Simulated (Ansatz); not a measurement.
Geometry optimisation, RKS B3LYP-D4/cc-pVDZ in Ansatz 0.2.0.

The input (input.yaml):

```yaml
crystal:
  periodic: [false, false, false]
  atoms:
    - { symbol: Al, position_ang: [0.0, 0.0, 0.0] }
    - { symbol: H, position_ang: [0.0, 0.0, 1.91] }
    - { symbol: H, position_ang: [1.351, 0.0, -0.78] }
    - { symbol: H, position_ang: [-1.351, 0.0, -0.78] }
    - { symbol: "N", position_ang: [0.0928, -2.1047, 0.7] }
    - { symbol: H, position_ang: [-0.4256, -2.8627, 0.1705] }
    - { symbol: H, position_ang: [0.6555, -2.3517, 1.5637] }
    - { symbol: H, position_ang: [0.0453, -1.027, 1.8385] }
basis:
  gaussian: { orbitals: cc-pVDZ }
hamiltonian:
  xc: b3lyp
  dispersion: d4
relax:
  f_tol: 0.15
  max_steps: 25
  restrain:
    - { distance: [0, 4], at: 3.12, k: 30.0 }
    - { distance: [7, 1], at: 1.86, k: 30.0 }
    - { distance: [0, 1], at: 1.56, k: 30.0 }
    - { distance: [7, 4], at: 1.06, k: 30.0 }
```

Run as:

```bash
$ ansatz run input.yaml --threads 1 --pin off --max-ram 2048MiB --backend cpu --events-out ev --progress --plain --runs-dir out
```

**Question.** Where does it end, and by what steps?

**Answer.** The run converged. The restraints hold the end off the free minimum. After 8 steps the energy has fallen by 2.193 eV (the restraints' own energy left out); N5 moved furthest, 0.80 Å. Joined: N5–H8 (1.57 → 1.04 Å).

| step | energy less start (eV) | largest force component (eV/Å) | accepted |
| --- | --- | --- | --- |
| 0 | 0.0000 | 3.561 | yes |
| 1 | 0.3703 | 4.013 | yes |
| 2 | -0.1120 | 4.636 | yes |
| 3 | -0.9964 | 3.763 | yes |
| 4 | -1.6747 | 1.880 | yes |
| 5 | -2.1178 | 0.945 | yes |
| 6 | -2.1714 | 0.812 | yes |
| 7 | -2.1769 | 0.868 | yes |
| 8 | -2.1935 | 0.823 | yes |

```xyz
8
Properties=species:S:1:pos:R:3
Al 0.026 0.251 -0.026
H -0.179 0.306 1.530
H 1.491 0.348 -0.637
H -1.244 0.111 -0.972
N 0.046 -2.522 1.380
H -0.642 -2.719 0.649
H 0.981 -2.567 0.969
H -0.111 -1.553 1.730
```

Run time: 20 s on 1 thread of Arm Neoverse V1 (shared host), peak memory 0.11 GiB.
